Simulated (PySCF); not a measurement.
## Reading a saddle point

A first-order saddle point of SiNH₆F, singlet, PBE0-D4/def2-TZVP, with one imaginary mode of 620i cm⁻¹:

| atom | x (Å) | y (Å) | z (Å) |
| --- | --- | --- | --- |
| Si1 | -0.5880 | -0.0364 | -0.6271 |
| F2 | 1.4026 | 0.7152 | -0.8876 |
| H3 | -0.1408 | -1.0278 | -1.6239 |
| H4 | -1.8903 | -0.6132 | -0.1343 |
| H5 | -0.9547 | 1.3436 | -0.9987 |
| H6 | 1.2301 | 0.3415 | 0.3048 |
| N7 | 0.3780 | -0.1223 | 0.9558 |
| H8 | 0.5414 | -1.0581 | 1.3059 |
| H9 | 0.0217 | 0.4576 | 1.7053 |

PySCF 2.14 with density fitting (its default auxiliary sets; JK sets also for MP2 and CCSD(T)); basis: def2-TZVPP and def2-QZVPP; cores frozen in the correlated methods. Extrapolation: Hartree–Fock as exp(−7.88 √X), correlation as X^−2.97.

Task: Which contacts change along the imaginary mode, and what lies on either side? (A judgement: the text doesn't fix the answer.)

Result: By the calculation: The step is SiH₃F ([F][SiH3]) + NH₃ → SiNH₅ ([NH2][SiH3]) + HF, with the molecules in contact on both sides. Shortening one way: Si1–N7, F2–H6; lengthening the same way: Si1–F2, H6–N7.
```json
{"pair": "Si1–N7", "one side (Å)": "2.85", "saddle (Å)": "1.86", "other side (Å)": "1.75"}
{"pair": "F2–H6", "one side (Å)": "2.70", "saddle (Å)": "1.26", "other side (Å)": "0.96"}
{"pair": "Si1–F2", "one side (Å)": "1.61", "saddle (Å)": "2.14", "other side (Å)": "3.57"}
{"pair": "H6–N7", "one side (Å)": "1.01", "saddle (Å)": "1.17", "other side (Å)": "1.69"}
```

Task: Which side is lower, and how far does the saddle lie above each? (Judge from chemistry; the value comes from the calculation.)

Result: The calculation gives: The side with Si1–F2, H6–N7 short is lower by 56.2 kJ/mol; the saddle lies 131.3 kJ/mol above it and 75.1 kJ/mol above the other (CCSD(T) at an estimated basis limit (MP2 extrapolated from triple and quadruple zeta, plus CCSD(T) − MP2 in triple zeta); electronic energies).

T1 diagnostic: at most 0.012.

The step is the kind of exchange with an N–H group that builds nitride films in atomic layer and chemical vapour deposition.

Labels in which every atom is bracketed show which atoms are joined, not bond orders.

For scale, one of the runs: CCSD(T)/def2-TZVPP, 188 basis functions, launched by `OMP_NUM_THREADS=4 python run.py`. Hardware: 4 CPU threads of an Arm Neoverse V2, shared host. Wall time 4.4 min; peak host memory 2 GiB.
